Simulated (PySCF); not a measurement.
**`N[C@@H]1C[C@@H]1CF`, C4H8FN**

Cartesian coordinates in Å; atom numbers follow the order of the lines, from 1:
```xyz
14

N     1.452   -0.102   -0.912
C     0.934    0.154    0.402
C     0.062   -0.902    1.009
C    -0.548    0.388    0.537
C    -1.402    0.386   -0.700
F    -2.685   -0.026   -0.406
H     1.708    0.762   -1.377
H     2.278   -0.688   -0.861
H     1.571    0.722    1.085
H     0.125   -1.088    2.069
H    -0.124   -1.780    0.411
H    -0.875    1.090    1.294
H    -1.495    1.391   -1.128
H    -1.003   -0.307   -1.446
```

The calculation used TDDFT wB97X-D/def2-SVPD circular dichroism and optical rotation, one conformer, gas phase in PySCF. Geometry: GFN2-xTB.

The molecule is flexible and this is one conformer; a measurement averages over conformers. States above about 9.1 eV (minus the energy of the highest occupied orbital) lie near or above the ionisation threshold and depend on the basis.

(1) What are the CIP labels of the stereocentres?

(2) List the lowest 16 singlet excitations with oscillator and rotatory strengths.

## Answers

(1) C2 R, C4 S.

(2) Rotatory strengths R in 10⁻⁴⁰ esu² cm², velocity form and length form (origin at the centre of mass); f in length form.
```csv
state,E (eV),λ (nm),f,R (velocity),R (length),main
1,6.75,184,0.013,+2.9,+2.6,HOMO→LUMO 0.85
2,7.84,158,0.044,+18.0,+16.9,"HOMO→LUMO+2 0.71, HOMO→LUMO+1 0.12"
3,8.01,155,0.013,-17.6,-16.5,"HOMO→LUMO+3 0.42, HOMO→LUMO+1 0.29"
4,8.26,150,0.004,-17.6,-17.1,"HOMO−1→LUMO 0.68, HOMO→LUMO+1 0.12"
5,8.28,150,0.014,+7.5,+7.4,"HOMO→LUMO+3 0.31, HOMO→LUMO+1 0.30"
6,8.81,141,0.007,-15.4,-15.3,"HOMO→LUMO+5 0.64, HOMO→LUMO+3 0.08"
7,8.94,139,0.011,+1.4,+2.7,"HOMO−2→LUMO 0.39, HOMO→LUMO+4 0.27"
8,9.01,138,0.012,+14.3,+14.2,"HOMO→LUMO+4 0.33, HOMO−2→LUMO 0.26"
9,9.11,136,0.001,+9.2,+7.8,HOMO−1→LUMO+2 0.89
10,9.15,135,0.005,+2.5,+2.2,"HOMO−1→LUMO+1 0.71, HOMO−1→LUMO+3 0.09"
11,9.34,133,0.022,-17.2,-15.1,"HOMO→LUMO+7 0.47, HOMO−2→LUMO 0.12"
12,9.37,132,0.004,-11.6,-10.0,"HOMO−1→LUMO+3 0.50, HOMO→LUMO+6 0.16"
13,9.38,132,0.038,+2.5,+1.5,"HOMO→LUMO+6 0.43, HOMO−1→LUMO+3 0.15"
14,9.50,130,0.010,-1.3,-2.5,"HOMO→LUMO+8 0.56, HOMO→LUMO+6 0.10"
15,9.69,128,0.031,-21.3,-19.7,"HOMO−2→LUMO+1 0.20, HOMO−2→LUMO+3 0.20"
16,9.80,127,0.018,+29.7,+28.7,"HOMO−3→LUMO+1 0.23, HOMO−2→LUMO+2 0.21"
```

Among the states computed, the strongest CD band (largest |R|) is state 16. The largest dissymmetry factor in size, g = 4R/(D+G), with D and G the electric and magnetic dipole strengths, is +0.076 for state 9 (velocity form, f = 0.002), among bands with |R| over 0.5. The mirror image has the same energies and oscillator strengths and all R with the opposite sign.
